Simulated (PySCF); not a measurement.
# How the numerical set-up moves the result for PO⁺

Aim: see how much the energy and properties of PO⁺ depend on the numerical set-up.

Program: PySCF 2.14.0. Level of theory: method and basis as typed in the scripts. These are calculated values, not measurements.

## 1. The system as given

PO⁺: 2 atoms, charge 1, spin multiplicity 1.

Bond lengths: P1–O2 1.589 Å.

## 2. The base run

input.py reads:

```python
from pyscf import gto, scf
from pyscf.hessian import thermo

mol = gto.M(
    atom='P 0 0 0; O 0 0 1.589',
    basis='cc-pvdz',
    charge=1,
    spin=0,
    symmetry=True,
    verbose=4,
)
mf = scf.RHF(mol)
mf = mf.density_fit(auxbasis='def2-universal-jkfit')
mf.kernel()
hess = mf.Hessian().kernel()
print('wavenumber (cm^-1) =', thermo.harmonic_analysis(mol, hess)['freq_wavenumber'].round(1))
mf.dip_moment()
print('orbital energies (hartree):', mf.mo_energy[..., max(0, mol.nelec[1]-3):mol.nelec[0]+3].round(4))
```

Run with:

```console
$ OMP_NUM_THREADS=1 python input.py
```

Its log is not repeated here.

It gives: E(SCF) = -415.225105 Eh, 10 cycles, wavenumbers 914 cm⁻¹.

The bond length is a typed value, not an optimised one, so the wavenumber is not that of the minimum. The dipole of an ion depends on the origin.

## 3. Crenbl (core potential on)

Run 1 changes basis set: cc-pvdz → crenbl; core potential: off → on. The core potential changes with it, and so the count of electrons: totals don't compare.

input.py reads:

```python
from pyscf import gto, scf
from pyscf.hessian import thermo

mol = gto.M(
    atom='P 0 0 0; O 0 0 1.589',
    basis='crenbl',
    ecp={'P': 'crenbl', 'O': 'crenbl'},
    charge=1,
    spin=0,
    symmetry=True,
    verbose=4,
)
mf = scf.RHF(mol)
mf = mf.density_fit(auxbasis='def2-universal-jkfit')
mf.kernel()
hess = mf.Hessian().kernel()
print('wavenumber (cm^-1) =', thermo.harmonic_analysis(mol, hess)['freq_wavenumber'].round(1))
mf.dip_moment()
print('orbital energies (hartree):', mf.mo_energy[..., max(0, mol.nelec[1]-3):mol.nelec[0]+3].round(4))
```

Run with:

```console
$ OMP_NUM_THREADS=1 python input.py
```

## 4. Spin-free X2C on

Run 2 changes spin-free X2C: off → on.

input.py, as its differences from that of step 2:

```diff
@@ -12,2 +12,3 @@
 mf = scf.RHF(mol)
+mf = mf.sfx2c1e()
 mf = mf.density_fit(auxbasis='def2-universal-jkfit')
```

## 5. Ano-rcc-vdzp (X2C on)

Run 3 changes basis set: cc-pvdz → ano-rcc-vdzp; spin-free X2C: off → on.

input.py, as its differences from that of step 2:

```diff
@@ -5,3 +5,3 @@
     atom='P 0 0 0; O 0 0 1.589',
-    basis='cc-pvdz',
+    basis='ano-rcc-vdzp',
     charge=1,
@@ -12,2 +12,3 @@
 mf = scf.RHF(mol)
+mf = mf.sfx2c1e()
 mf = mf.density_fit(auxbasis='def2-universal-jkfit')
```

## 6. 6-31+g*

Run 4 changes basis set: cc-pvdz → 6-31+g*.

input.py, as its differences from that of step 2:

```diff
@@ -5,3 +5,3 @@
     atom='P 0 0 0; O 0 0 1.589',
-    basis='cc-pvdz',
+    basis='6-31+g*',
     charge=1,
```

What does the calculation give? Wanted: for each run, E(SCF); from base; gap; after the SCF.

As calculated:

```csv
run,E(SCF) (hartree),from base (eV),cycles,gap (eV),functions,after the SCF
base,-415.225105,0,10,13.79,32,highest mode 914 cm⁻¹
crenbl (core potential on),-21.637521,not comparable,10,13.59,32,highest mode 962 cm⁻¹
spin-free X2C on,-416.003528,-21.1820,10,13.79,32,highest mode 911 cm⁻¹
ano-rcc-vdzp (X2C on),-416.128690,not comparable,10,13.72,32,highest mode 898 cm⁻¹
6-31+g*,-415.204218,+0.5684,8,13.70,40,highest mode 877 cm⁻¹
```

Of the runs whose energies can be compared, “spin-free X2C on” moves the SCF energy most (-21.182 eV). Scalar relativity lowers the total energy by 21.18 eV, nearly all of it in the inner shells. 6-31+g* (40 functions) gives an energy 0.57 eV higher than cc-pvdz (32); size alone doesn't order basis sets of different families.
